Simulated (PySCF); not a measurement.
C2H6, SMILES CC. Atoms are numbered in the order given.

```xyz
8

C      0.0000     0.0000    -0.7634
C      0.0000     0.0000     0.7634
H     -0.8824    -0.5094    -1.1597
H      0.8824    -0.5094    -1.1597
H      0.0000     1.0189    -1.1597
H     -0.8824     0.5094     1.1597
H      0.8824     0.5094     1.1597
H      0.0000    -1.0189     1.1597
```

Geometry optimised at ωB97X-D3(BJ)/def2-TZVP.

Calculation: PBE0/def2-TZVPD (PySCF).

| Item | Value |
|---|---|
| total energy | -79.75042 hartree |
| point group | D3d |
| highest occupied level | -9.59 eV |
| lowest empty level | 0.53 eV |
| orbital gap | 10.12 eV |
| dipole moment | 0.00 D |
| quadrupole, principal values (traceless, Buckingham form, about the centre of nuclear charge) | -0.73, 0.37, 0.37 D·Å |
| mean static polarisability | 28.7 bohr³ (4.25 Å³) |
| polarisability, principal values | 27.4, 27.4, 31.4 bohr³ |
